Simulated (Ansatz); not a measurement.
Results of LDA (plane waves, PAW; Ansatz, a program for electronic structure) for Ga2O3 (C2/m, No. 12).

Numerical settings: plane-wave cutoff 520 eV, 12×12×6 k mesh (along the axes of the cell as run), Fermi–Dirac smearing 0.01 eV, scalar-relativistic PAW data made under PBE.

Cell (relaxed at this level):

```
CELL_PARAMETERS angstrom
      6.06725    -1.50782     0.00104
      6.06725     1.50782     0.00104
     -1.36672     0.00000     5.58554
ATOMIC_POSITIONS crystal
  Ga 0.34112 0.34112 0.68575
  Ga 0.65888 0.65888 0.31425
  Ga 0.90933 0.90933 0.20496
  Ga 0.09067 0.09067 0.79504
  O  0.50358 0.50358 0.74420
  O  0.49642 0.49642 0.25580
  O  0.82691 0.82691 0.43777
  O  0.17309 0.17309 0.56223
  O  0.16567 0.16567 0.10928
  O  0.83433 0.83433 0.89072
```

Problem. Give the computed band gap.

Solution. 
- band gap: 2.51 eV (on the SCF k mesh)

Measured, for comparison: band gap 4.85 ± 0.1 eV (room temperature, no zero-point or thermal correction, ARPES, indirect, as cited; as tabulated in Mengle et al. (2016), arXiv:1902.02681).

Note: the relaxation could not lower the start's symmetry, so the cell can be a saddle point above a distorted one.

Spin–orbit coupling is not included.

Computed values are for the static lattice.
